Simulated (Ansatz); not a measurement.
# Si₂ (quintet): the correlation ladder, aug-cc-pVDZ

An exercise on one series of results from a longer session: the logs are not shown, and one member is left open.

Method: aug-cc-pVDZ, core rule «outside noble gas», up to 10 orbitals frozen; program: Ansatz 0.2.0, Gaussian basis.

The runs, in order: UHF; CCSD(T) on ROHF; CCSD(T) on UHF; BCCD(T) on ROHF; CISD; CCSDT(Q) on ROHF; CCSDT(Q) on UHF; CASSCF and MRCISD+Q, 8 electrons in 8 orbitals; CASSCF and NEVPT2, 8 electrons in 8 orbitals.

12 further runs of the same task are left out: 6 that didn't finish, 6 set aside as unsound or not needed.

## What is computed

The geometry is a PBE0/def2-TZVPD stationary point (not a proven minimum) of the parent state, kept for this charge and spin.

2 atoms, charge 0, spin multiplicity 5.

Atoms are counted from 1 here; the program's logs count them from 0.

Bond lengths: Si1–Si2 2.398 Å.

Geometry (Å):

```xyz
2
charge 0, multiplicity 5
Si    0.0000    0.0000    0.0000
Si    0.0000    0.0000    2.3978
```

Set-up of the first run:

Input file in.yaml:

```yaml
crystal:
  periodic: [false, false, false]
  atoms:
    - {symbol: Si, position_ang: [0.000000, 0.000000, 0.000000]}
    - {symbol: Si, position_ang: [0.000000, 0.000000, 2.397800]}
basis:
  gaussian: {orbitals: aug-cc-pVDZ}
magnetization: {spin_polarized: true, initial_magnetization: 4}
hamiltonian: {xc: hf}
output: {orbitals: {seedname: orbitals}}
```

On the command line:

```bash
ansatz run in.yaml --threads 1 --pin off --events-out ev --progress --plain --max-ram 2393MiB
```

Among the steps run: UHF; CCSD(T) on ROHF; CCSD(T) on UHF; BCCD(T) on ROHF; CISD; CCSDT(Q) on ROHF; CCSDT(Q) on UHF; CASSCF and MRCISD+Q, 8 electrons in 8 orbitals; CASSCF and NEVPT2, 8 electrons in 8 orbitals.

One table of the session follows, with a row left open; its other results are not shown here.

```
          method  from UCCSDT(Q) (kcal/mol)
            ROHF                    +102.70
             UHF                    +100.82
            RMP2                     +25.00
            UMP2                     +25.54
            CISD                      +9.82
           RCCSD                      +5.89
           UCCSD                      +5.80
        RCCSD(T)                      +1.40
        UCCSD(T)                      +1.40
         BCCD(T)                      +1.39
          RCCSDT                      +0.35
          UCCSDT                          ?
       RCCSDT(Q)                      +0.01
       UCCSDT(Q)                          0
  CASSCF valence                     +77.12
  NEVPT2 valence                     +18.92
  MRCISD valence                      +6.46
MRCISD+Q valence                      -0.44
```

Q: Estimate the row for UCCSDT from the others.

As computed: from UCCSDT(Q) (kcal/mol): +0.34. In the column «from UCCSDT(Q) (kcal/mol)» it lies between RCCSDT(Q) (+0.01) and RCCSDT (+0.35).

Caveats from the session: Restricted and unrestricted rows rest on different reference determinants; where their highest levels disagree by more than a few hundredths of an eV, they describe different states and don't form one ladder.
